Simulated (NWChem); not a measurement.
The numbers come from NWChem runs, not from measurements. System: CH2F2, charge 0, spin multiplicity 1, displaced from the optimised geometry. Level: CR-CCSD(T)/cc-pVDZ, 3 core orbitals frozen, spin-restricted.

Job file:

```
start mol
memory heap 100 mb stack 700 mb global 1900 mb
geometry units angstroms nocenter noautoz noautosym
  F      1.095795     0.000000     0.287172
  C      0.000000     0.000000    -0.490991
  F     -1.095795     0.000000     0.287172
  H      0.000000    -0.913695    -1.111578
  H      0.000000     0.776641    -1.018490
end
basis spherical
  * library cc-pvdz
end
scf
  rhf
  nopen 0
  maxiter 100
  thresh 1e-7
  semidirect memsize 60000000 filesize 0
end
tce
  freeze core 3
  cr-ccsd(t)
  2eorb
  2emet 13
  thresh 1e-6
  maxiter 100
  tilesize 24
end
task tce energy
```

NWChem printed:

```
             Northwest Computational Chemistry Package (NWChem) 7.3.0
             --------------------------------------------------------

                                NWChem Input Module
                                -------------------

 Scaling coordinates for geometry "geometry" by  1.889725989
 (inverse scale =  0.529177249)

                             Geometry "geometry" -> ""
                             -------------------------

 Output coordinates in angstroms (scale by  1.889725989 to convert to a.u.)

  No.       Tag          Charge          X              Y              Z
 ---- ---------------- ---------- -------------- -------------- --------------
    1 F                    9.0000     1.09579500     0.00000000     0.28717200
    2 C                    6.0000     0.00000000     0.00000000    -0.49099100
    3 F                    9.0000    -1.09579500     0.00000000     0.28717200
    4 H                    1.0000     0.00000000    -0.91369500    -1.11157800
    5 H                    1.0000     0.00000000     0.77664100    -1.01849000

 Effective nuclear repulsion energy (a.u.)      78.5031564578

            Nuclear Dipole moment (a.u.)
            ----------------------------
        X                 Y               Z
 ---------------- ---------------- ----------------
     0.0000000000    -0.2589945056     0.1758994745


 Summary of "ao basis" -> "" (spherical)
 ------------------------------------------------------------------------------
       Tag                 Description            Shells   Functions and Types
 ---------------- ------------------------------  ------  ---------------------
 *                          cc-pvdz                   on all atoms

 Summary of "ao basis" -> "ao basis" (spherical)
 ------------------------------------------------------------------------------
       Tag                 Description            Shells   Functions and Types
 ---------------- ------------------------------  ------  ---------------------
 F                          cc-pvdz                  6       14   3s2p1d
 C                          cc-pvdz                  6       14   3s2p1d
 H                          cc-pvdz                  3        5   2s1p

                                 NWChem SCF Module
                                 -----------------

  ao basis        = "ao basis"
  functions       =    52
  atoms           =     5
  closed shells   =    13
  open shells     =     0
  charge          =   0.00
  wavefunction    = RHF
  use symmetry    = F
  symmetry adapt  = F

 Summary of "ao basis" -> "ao basis" (spherical)
 ------------------------------------------------------------------------------
       Tag                 Description            Shells   Functions and Types
 ---------------- ------------------------------  ------  ---------------------
 F                          cc-pvdz                  6       14   3s2p1d
 C                          cc-pvdz                  6       14   3s2p1d
 H                          cc-pvdz                  3        5   2s1p

 Forming initial guess at       0.0s

      Superposition of Atomic Density Guess
      -------------------------------------

 Sum of atomic energies:        -237.43243648

      Non-variational initial energy
      ------------------------------

 Total energy =    -238.391598
 1-e energy   =    -485.534288
 2-e energy   =     168.639534
 HOMO         =      -0.400732
 LUMO         =       0.165033

 Starting SCF solution at       0.2s

 ----------------------------------------------
         Quadratically convergent ROHF

 Convergence threshold     :          1.000E-07
 Maximum no. of iterations :          100
 Final Fock-matrix accuracy:          1.000E-09
 ----------------------------------------------

              iter       energy          gnorm     gmax       time
             ----- ------------------- --------- --------- --------
                 1     -237.8311578992  1.06D+00  3.12D-01      0.2
                 2     -237.8867062110  2.54D-01  6.98D-02      0.3
                 3     -237.8914340711  1.35D-02  4.35D-03      0.3
                 4     -237.8914555228  8.74D-05  2.71D-05      0.3
                 5     -237.8914555236  2.38D-09  5.75D-10      0.3

       Final RHF  results
       ------------------

         Total SCF energy =   -237.891455523553
      One-electron energy =   -486.786866052535
      Two-electron energy =    170.392254071191
 Nuclear repulsion energy =     78.503156457791

        Time for solution =      0.1s

             Final eigenvalues
             -----------------

              1
    1  -26.3059
    2  -26.3059
    3  -11.3917
    4   -1.6628
    5   -1.5998
    6   -0.9888
    7   -0.7900
    8   -0.7673
    9   -0.7510
   10   -0.6589
   11   -0.6221
   12   -0.6207
   13   -0.5363
   14    0.1941
   15    0.2458
   16    0.3058
   17    0.3564
   18    0.6786
   19    0.6998
   20    0.7010
   21    0.7874
   22    0.8920
   23    1.0249

                       ROHF Final Molecular Orbital Analysis
                       -------------------------------------

 Vector   11  Occ=2.000000D+00  E=-6.220828D-01
              MO Center= -2.5D-13, -1.1D-04,  2.5D-01, r^2= 1.7D+00
   Bfn.  Coefficient  Atom+Function         Bfn.  Coefficient  Atom+Function
  ----- ------------  ---------------      ----- ------------  ---------------
     4      0.400073  1 F  px                32      0.400073  3 F  px
     7      0.279545  1 F  px                35      0.279545  3 F  px
     6     -0.270702  1 F  pz                34      0.270702  3 F  pz
     9     -0.191480  1 F  pz                37      0.191480  3 F  pz

 Vector   12  Occ=2.000000D+00  E=-6.206957D-01
              MO Center=  2.3D-13,  2.0D-02,  5.8D-03, r^2= 1.7D+00
   Bfn.  Coefficient  Atom+Function         Bfn.  Coefficient  Atom+Function
  ----- ------------  ---------------      ----- ------------  ---------------
     6      0.411887  1 F  pz                34      0.411887  3 F  pz
     9      0.292863  1 F  pz                37      0.292863  3 F  pz
    20     -0.235912  2 C  pz                48      0.199015  5 H  s

 Vector   13  Occ=2.000000D+00  E=-5.362589D-01
              MO Center=  9.2D-15, -1.5D-01, -3.7D-01, r^2= 1.7D+00
   Bfn.  Coefficient  Atom+Function         Bfn.  Coefficient  Atom+Function
  ----- ------------  ---------------      ----- ------------  ---------------
    19     -0.347300  2 C  py                 5      0.337122  1 F  py
    33      0.337122  3 F  py                43      0.327236  4 H  s
    48     -0.257869  5 H  s                  8      0.250853  1 F  py
    36      0.250853  3 F  py                44      0.160627  4 H  s

 Vector   14  Occ=0.000000D+00  E= 1.940641D-01
              MO Center=  2.6D-14, -1.7D-01, -1.3D+00, r^2= 3.9D+00
   Bfn.  Coefficient  Atom+Function         Bfn.  Coefficient  Atom+Function
  ----- ------------  ---------------      ----- ------------  ---------------
    17      2.127791  2 C  s                 44     -1.495072  4 H  s
    49     -1.480839  5 H  s                 23     -0.686084  2 C  pz
    20     -0.199828  2 C  pz

 Vector   15  Occ=0.000000D+00  E= 2.457761D-01
              MO Center=  1.2D-14,  2.0D-01, -1.4D+00, r^2= 3.9D+00
   Bfn.  Coefficient  Atom+Function         Bfn.  Coefficient  Atom+Function
  ----- ------------  ---------------      ----- ------------  ---------------
    49      2.329109  5 H  s                 44     -1.740869  4 H  s
    22     -1.371498  2 C  py                17     -0.521157  2 C  s
    19     -0.346715  2 C  py

 Vector   16  Occ=0.000000D+00  E= 3.057781D-01
              MO Center= -9.7D-14, -6.5D-04, -6.9D-01, r^2= 2.3D+00
   Bfn.  Coefficient  Atom+Function         Bfn.  Coefficient  Atom+Function
  ----- ------------  ---------------      ----- ------------  ---------------
    21      1.303434  2 C  px                 3     -0.649677  1 F  s
    31      0.649677  3 F  s                 18      0.331152  2 C  px
     9      0.313285  1 F  pz                37     -0.313285  3 F  pz
     6      0.187636  1 F  pz                34     -0.187636  3 F  pz

 center of mass
 --------------
 x =   0.00000000 y =  -0.00501844 z =   0.10438198

 moments of inertia (a.u.)
 ------------------
          34.308255322611           0.000000000000           0.000000000000
           0.000000000000         192.065006705080          -0.835734840334
           0.000000000000          -0.835734840334         168.104948750033

  Mulliken analysis of the total density
  --------------------------------------

    Atom       Charge   Shell Charges
 -----------   ------   -------------------------------------------------------
    1 F    9     9.31   2.00  0.89  1.02  3.33  2.06  0.01
    2 C    6     5.37   2.00  0.68  0.20  1.89  0.38  0.21
    3 F    9     9.31   2.00  0.89  1.02  3.33  2.06  0.01
    4 H    1     0.98   0.78  0.17  0.03
    5 H    1     1.02   0.86  0.13  0.03

       Multipole analysis of the density wrt the origin
       ------------------------------------------------

     L   x y z        total         open         nuclear
     -   - - -        -----         ----         -------
     0   0 0 0     -0.000000      0.000000     26.000000

     1   1 0 0     -0.000000      0.000000      0.000000
     1   0 1 0      0.028369      0.000000     -0.258995
     1   0 0 1     -0.860986      0.000000      0.175899

     2   2 0 0    -14.078135      0.000000     77.184271
     2   1 1 0     -0.000000      0.000000      0.000000
     2   1 0 1     -0.000000      0.000000      0.000000
     2   0 2 0    -11.049023      0.000000      5.135225
     2   0 1 1     -0.003918      0.000000      0.802212
     2   0 0 2    -10.938030      0.000000     18.583034

                   NWChem Extensible Many-Electron Theory Module
                   ---------------------------------------------


            General Information
            -------------------
      Number of processors :     1
         Wavefunction type : Restricted Hartree-Fock
          No. of electrons :    26
           Alpha electrons :    13
            Beta electrons :    13
           No. of orbitals :   104
            Alpha orbitals :    52
             Beta orbitals :    52
        Alpha frozen cores :     3
         Beta frozen cores :     3
     Alpha frozen virtuals :     0
      Beta frozen virtuals :     0
         Spin multiplicity : singlet
    Number of AO functions :    52
       Number of AO shells :    24
        Use of symmetry is : off
      Symmetry adaption is : off
         Schwarz screening : 0.10D-09

          Correlation Information
          -----------------------
          Calculation type : Coupled-cluster singles & doubles w/ perturbation
   Perturbative correction : Completely renormalized (T)
            Max iterations :      100
        Residual threshold : 0.10D-05
     T(0) DIIS level shift : 0.00D+00
     L(0) DIIS level shift : 0.00D+00
     T(1) DIIS level shift : 0.00D+00
     L(1) DIIS level shift : 0.00D+00
     T(R) DIIS level shift : 0.00D+00
     T(I) DIIS level shift : 0.00D+00
   CC-T/L Amplitude update :  5-th order DIIS
                I/O scheme : Global Array Library
        L-threshold :  0.10D-05
        EOM-threshold :  0.10D-05
 no EOMCCSD initial starts read in
 TCE RESTART OPTIONS
 SLICE:      F
 D4D5:       F
 quantumc:   F
 qrotation:  F
 pwtce:      F
 qducc:      F
 nacto:                         0
 nrotv:                         0
 nrot:                          0

            Memory Information
            ------------------
          Available GA space size is     249034096 doubles
          Available MA space size is     104854860 doubles

 Maximum block size supplied by input
 Maximum block size        24 doubles

 tile_dim =     20

 -------------------------------------------------

 Global array virtual files algorithm will be used

 Parallel file system coherency ......... OK

 4-electron integrals stored in orbital form

 v2    file size   =          1590491
 4-index algorithm nr.  13 is used
 imaxsize =       30
 imaxsize ichop =        0


CCSD iterations
 ---------------------------------------------------------
 Iter          Residuum       Correlation     Cpu    Wall
 ---------------------------------------------------------
    1   0.1702869660088  -0.5068857924603     0.1     0.1
    2   0.0431382387476  -0.5159350542919     0.1     0.1
    3   0.0139723141118  -0.5230527947559     0.1     0.1
    4   0.0054590529715  -0.5242457147426     0.1     0.1
    5   0.0020706618436  -0.5248356761034     0.1     0.1
    6   0.0004578001558  -0.5250584242935     0.1     0.1
    7   0.0002222040762  -0.5250963196618     0.1     0.1
    8   0.0000810542212  -0.5251002366358     0.1     0.1
    9   0.0000509748313  -0.5251005532741     0.1     0.1
   10   0.0000222954166  -0.5251021120280     0.1     0.1
   11   0.0000055523820  -0.5251030225995     0.1     0.1
   12   0.0000024562701  -0.5251030303876     0.1     0.1
   13   0.0000012464904  -0.5251031173880     0.1     0.1
   14   0.0000006982655  -0.5251030934539     0.1     0.1
 -----------------------------------------------------------------
 Iterations converged
 CCSD correlation energy / hartree =        -0.525103093453859
 CCSD total energy / hartree       =      -238.416558617007041

 Singles contributions

 Doubles contributions
 CR-CCSD(T)

 CR-CCSD[T]  correction energy / hartree =        -0.008334872983143
 CR-CCSD[T] correlation energy / hartree =        -0.533437966437002
 CR-CCSD[T] total energy / hartree       =      -238.424893489990183
 CR-CCSD(T)  correction energy / hartree =        -0.007608127935036
 CR-CCSD(T) correlation energy / hartree =        -0.532711221388895
 CR-CCSD(T) total energy / hartree       =      -238.424166744942085

 Task  times  cpu:       19.8s     wall:       19.8s

 Total times  cpu:       19.8s     wall:       19.8s
```
